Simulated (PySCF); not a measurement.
# Ionisation and electron attachment of vinylidene fluoride

Parent: `C=C(F)F` (C2H2F2). Coordinates in Å; atoms count from 1 in this order:
```
C     0.6414   -0.3528   -0.0503
C    -0.5157    0.2858    0.0273
F    -1.6910   -0.2911    0.0832
F    -0.6540    1.5886    0.0601
H     1.5684    0.2158   -0.0922
H     0.6566   -1.4407   -0.0719
```

Energies: B3LYP-D3(BJ)/ma-def2-TZVP (PySCF, density fitting, integration grid level 2) on PBE0-D3(BJ)/def2-SVP structures. The prefix ma- adds one diffuse s and one diffuse p function on all atoms but H. Zero-point and thermal terms (298.15 K, 1 bar) come from unscaled PBE0-D3(BJ)/def2-SVP harmonic frequencies, with soft modes damped to free rotors in the entropy.

Frontier levels of the parent: HOMO -7.54 eV, LUMO -0.14 eV.

Oxidation to the radical cation:
* Vertical ionisation energy (electronic): 10.42 eV
* Adiabatic ionisation energy (with zero-point energy): 10.12 eV
* Adiabatic, electronic part: 10.14 eV
* Vertical gap at the product's structure: 9.65 eV
* Inner reorganisation energy (four-point): 778 meV
* Relaxation of product / of parent: 287 / 491 meV
* ⟨S²⟩ of the product: 0.752
* Largest spin populations: C1 0.70, C2 0.19
* Largest changes of atomic charge: C1 0.31, C2 0.21, F4 0.16, F3 0.16
* Distances that move most (Å): C1–C2 1.324 → 1.414; C2–F4 1.311 → 1.253; C2–F3 1.310 → 1.253; C1–H 1.088 → 1.096
* Potential in acetonitrile: 7.28 V absolute, 2.85 V against Fc+/Fc computed at 4.42 V (solvation -6 → -279 kJ/mol)

Reduction to the radical anion:
```
Vertical electron affinity (electronic)              : -0.84 eV
Adiabatic electron affinity (with zero-point energy) : -0.78 eV
Adiabatic, electronic part                           : -0.91 eV
Vertical gap at the product's structure              : 0.78 eV
⟨S²⟩ of the product                                  : 0.756
Largest spin populations                             : C2 0.52, C1 0.40
Largest changes of atomic charge                     : C2 -0.35, C1 -0.26, F3 -0.12, F4 -0.12
Distances that move most (Å)                         : C1–C2 1.324 → 1.434; C2–F3 1.310 → 1.399; C2–F4 1.311 → 1.399; C1–H 1.088 → 1.103
Potential in acetonitrile                            : 1.71 V absolute, -2.71 V against Fc+/Fc computed at 4.42 V (solvation -6 → -242 kJ/mol)
```

Solvents are IEF-PCM continua (electrostatics only, gas-phase structures); absolute potentials refer to an electron at rest in vacuum. Fc+/Fc in acetonitrile, 4.42 V, is B3LYP-D3(BJ)/ma-def2-TZVP on PBE0-D3(BJ)/def2-SVP structures with GFN2-xTB thermal terms (carried over from another solvent by the shift found with PBE0). Benchmark calculations put it near 5.0 V in acetonitrile and DMSO, so it is about 0.6 V low, and the value against it can read up to that much too high.

Measured values (NIST Chemistry WebBook, evaluated or the median of agreeing entries): vertical ionisation energy 10.70 eV (computed 10.42, difference -0.27); adiabatic ionisation energy 10.29 eV (computed 10.12, difference -0.17).

Note: structures of the anions come from def2-SVP, which lacks diffuse functions; the gas-phase radical anion comes out unbound at this level, so its gas-phase values hang on the basis; the relaxed radical anion lies 0.07 eV above the vertical state at this level, which can't hold for one state at its own minimum: the vertical value probably belongs to another state, whose extra electron only the basis set holds, so vertical and adiabatic values aren't comparable; the value from this structure is no true adiabatic energy; a negative vertical affinity means that the electron isn't bound at that structure, so the value and what is derived from it hang on the basis.

Hardware: 1 thread of Intel Xeon @ 2.70GHz, shared with other jobs. Command: `OMP_NUM_THREADS=1 python redox_run.py task.json out`. Structures, frequencies and single points: 5.5 min.

Differences come from unrounded values, so a last digit can differ from that of the printed terms.
